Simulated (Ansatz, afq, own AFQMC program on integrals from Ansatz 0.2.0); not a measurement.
## CH₄Si, singlet, reference energies and how methods fare

```xyz
6

C    -0.7161   -0.5302   -0.2566
Si    0.6027    0.4461    0.2158
H    -1.3936   -0.9848    0.4718
H    -0.9377   -0.7407   -1.3067
H     0.9145    0.7397    1.6384
H     1.5302    1.0700   -0.7627
```

Geometry: a PBE0/def2-SVP stationary point, not shown to be a minimum. Basis def2-TZVP. Noble-gas cores (and the filled d shells of Ga–Kr and In–Xe) are frozen. Integrals, coupled cluster, full CI and functionals: Ansatz 0.2.0; the random walks run on the same integrals in our own AFQMC program. ph-AFQMC/CISD is guided by a CISD state made of CCSD amplitudes; releasing the constraint for a short imaginary time cuts its bias at the price of noise, slowly where states lie close. ± is one standard error of the sampling.

Best estimates are CCSD(T) at the basis-set limit (def2-TZVPP/QZVPP) plus the step from CCSD(T) to the highest rung at hand in def2-TZVP, named in the table (released AFQMC can keep some 10 meV of bias). Fragments are relaxed and keep their bonds. No zero-point, core-correlation or spin–orbit terms. Other levels are in def2-TZVP; a dash marks a level that is missing or breaks spin symmetry for a member.

Cautions: CH₄Si (singlet): restricted determinant unstable towards unrestricted (UHF 45 meV lower, ⟨S²⟩ 0.27); SiH₂ (singlet): higher spins were not checked, restricted determinant unstable towards unrestricted (UHF 110 meV lower, ⟨S²⟩ 0.41).

```json
{"process": "Si2–C1 → SiH2 (singlet; SiH2) + CH2 (triplet)", "best estimate (kcal/mol)": "117.4", "highest rung": "CCSDT(Q)"}
{"process": "to charge +1, doublet (vertical)", "best estimate (kcal/mol)": "206.7", "highest rung": "CCSDT(Q)"}
{"process": "to free atoms", "best estimate (kcal/mol)": "461.6", "highest rung": "CCSDT(Q)"}
```

Errors against the best estimates in kcal/mol, the processes numbered in the order above:

```csv
level,"error, 1","error, 2","error, 3"
MP2,1.7,-3.8,-19.6
CCSD(T),-4.1,-3.0,-18.1
ph-AFQMC/CISD,-4.0 ± 0.1,-2.8 ± 0.2,-17.8 ± 0.1
CCSD(T)/CBS,-0.2,-0.3,-0.3
PBE,1.4,-1.8,-0.6
r2SCAN,–,-5.2,-1.6
PBE0,-2.5,-5.6,-6.2
B3LYP,-4.4,-3.7,-3.4
wB97M-V,-2.4,-5.2,-1.5
B2PLYP,-1.7,-5.0,-7.8
```

Cost at the first geometry (cards were shared with other jobs): PBE0/def2-TZVP, 1.8 s on 1 thread of AMD EPYC 7R13 Processor (Zen 3), on a shared host; RCCSD(T)/def2-TZVP, 3.8 s on 1 × NVIDIA H100 80GB HBM3 with 1 thread of AMD EPYC 7R13 Processor (Zen 3), on a shared host; CCSD(T)/def2-QZVPP, 3.8 s on 1 × NVIDIA H100 80GB HBM3 with 1 thread of AMD EPYC 7R13 Processor (Zen 3), on a shared host; CCSDT(Q), 8 s on 1 × NVIDIA H100 80GB HBM3 with 1 thread of AMD EPYC 7R13 Processor (Zen 3) (shared host); ph-AFQMC/CISD with release, 92 s on 1 × NVIDIA H100 80GB HBM3 with 2 threads of AMD EPYC 7R13 Processor (Zen 3), on a shared host.

Best estimates are given only where the step beyond CCSD(T) is under 0.3 eV and no member's determinant is very poor (T1 over 0.05, or 0.07 for open shells, ⟨S²⟩ too high by 0.3, two states mixed), so the hardest cases are missing from such tables.

The functionals ran in a triple-zeta set and keep a basis error of their own, a few kJ/mol for each bond in atomization energies and more for double hybrids, so close places among them and the extrapolated levels can swap.

CCSDT and higher add their correlation energy to the determinant of the CCSD(T) run, since their own runs factorise the integrals more tightly (a shift of under 2 meV). Each member of a difference takes its own highest rung, so a best estimate needn't equal the limit plus the step of one row. A walk keeps the symmetry of its determinant, which the program's search chose and which needn't be the lowest solution, so a lower state of the same spin and another symmetry isn't excluded.
